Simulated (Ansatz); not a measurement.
Reactions of C$_{3}$H$_{6}$ClN, SMILES `CC(Cl)C=N`.

Program: Ansatz. Geometries: PBE0-D4/def2-TZVP. ΔE: electronic, gas phase. CCSD(T)/CBS is the MP2 limit (def2-TZVPP, def2-QZVPP) plus CCSD(T) − MP2 in def2-TZVPP, frozen cores. This one scheme is used for every species. Each species was taken in one conformer, which may not be the lowest.

Problem. Order these by ΔE at CCSD(T)/CBS, lowest first. (Estimate.)
A. `CC(Cl)C=N` + `NCS` → `N=CNCS` + `CCCl`
B. `CC(Cl)C=N` → `C/N=C(/C)Cl`
C. `CC(Cl)C=N` + H–F → `CC(F)C=N` + HCl

Solution. A (-44.0 kJ/mol), B (-8.0 kJ/mol), C (+21.9 kJ/mol).

Largest T1 diagnostic: 0.013, for `N=CNCS`.
